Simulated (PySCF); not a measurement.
Species: C5H11 (doublet state).
Geometry (GFN2-xTB, Å), atoms numbered from 1 in this order:
```
atom  x, y, z in Å
C1     2.6590    0.1011   -0.3824
C2     1.4719   -0.0721    0.4674
C3     0.1553    0.0627   -0.3389
C4    -1.0717   -0.1185    0.5492
C5    -2.3648    0.0169   -0.2464
H6     3.0557   -0.7257   -0.9397
H7     3.0364    1.0821   -0.5981
H8     1.4767   -1.0626    0.9309
H9     1.4559    0.6840    1.2571
H10    0.1485   -0.6860   -1.1336
H11    0.1267    1.0479   -0.8083
H12   -1.0363   -1.1034    1.0203
H13   -1.0558    0.6292    1.3456
H14   -3.2285   -0.1151    0.4014
H15   -2.4279    1.0008   -0.7064
H16   -2.4090   -0.7322   -1.0341
```

The hyperfine couplings belong to this conformer and change with its torsions.

The species is `[CH2]CCCC` [radical].

Method: UKS B3LYP, pcH-1 on C H, non-relativistic, mean-field spin-orbit, GIAO in PySCF. Isolated species at its GFN2-xTB geometry (one conformer only). A GFN2-xTB geometry isn't a minimum of the functional, and hyperfine couplings can be far from their values at a DFT geometry. The SCF solution wasn't tested for stability.

(1) Predict the first-order ENDOR lines of H6/H7, H8/H9, H10/H11, H14/H15/H16 and H12/H13 under fast tumbling at B = 343.7 mT (X band).

(2) Which pairs are centred on the nuclear Larmor frequency, and which on half the coupling?

(3) At what field would the lower line of H6/H7 fall to zero frequency?

Answers

(1) ν± = |νn ± a/2|, one line for each electron-spin manifold; νn = |g_N| × 7.62259 MHz/T × B.

| nuclei | isotope | g_N | νn (MHz) | a_iso (MHz) | lower line (MHz) | upper line (MHz) |
| --- | --- | --- | --- | --- | --- | --- |
| H6/H7 | 1H | 5.5857 | 14.63 | -62.10 | 16.42 | 45.68 |
| H8/H9 | 1H | 5.5857 | 14.63 | 35.23 | 2.98 | 32.25 |
| H10/H11 | 1H | 5.5857 | 14.63 | -4.31 | 12.48 | 16.79 |
| H14/H15/H16 | 1H | 5.5857 | 14.63 | 1.62 | 13.82 | 15.44 |
| H12/H13 | 1H | 5.5857 | 14.63 | -0.78 | 14.24 | 15.02 |

(2) Centred on νn, since |a| < 2νn: H10/H11, H14/H15/H16 and H12/H13. Centred on |a|/2 and split by 2νn: H6/H7 and H8/H9.

(3) Where νn = |a|/2, that is B = 31.05 MHz/(5.5857 × 7.62259 MHz/T) = 729 mT, as far as first order holds there.

Class means assume fast exchange of nuclei equivalent by connectivity; if that motion is slow, each nucleus keeps its own coupling.
